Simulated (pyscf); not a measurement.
PySCF, gas phase, ωB97X-D3(BJ)/def2-SVP geometries.

Task: `[OH][SiH]([OH])[Cl]` -> `[OH][Si][OH]` [singlet] + `[ClH]`
Surface: singlet. Broken: Cl–Si, H–Si. Formed: Cl–H. Give ΔE‡ and ΔE from B3LYP-D3(BJ)/def2-TZVP, relative to the reactant's lowest minimum found.

Result: ΔE‡ = 70.3 kcal/mol, ΔE = +56.7 kcal/mol. CCSD(T)/def2-TZVPP + ΔMP2(QZVPP) gives 76.0 kcal/mol and +57.5 kcal/mol. Zero-point energy shifts the barrier by -3.2 kcal/mol. It is a 1,1-elimination, with an imaginary mode of 1125i cm⁻¹. One saddle was located; it need not be the lowest between these sides. The CCSD(T) − MP2 part came from Ansatz, without density fitting, on the same reference.
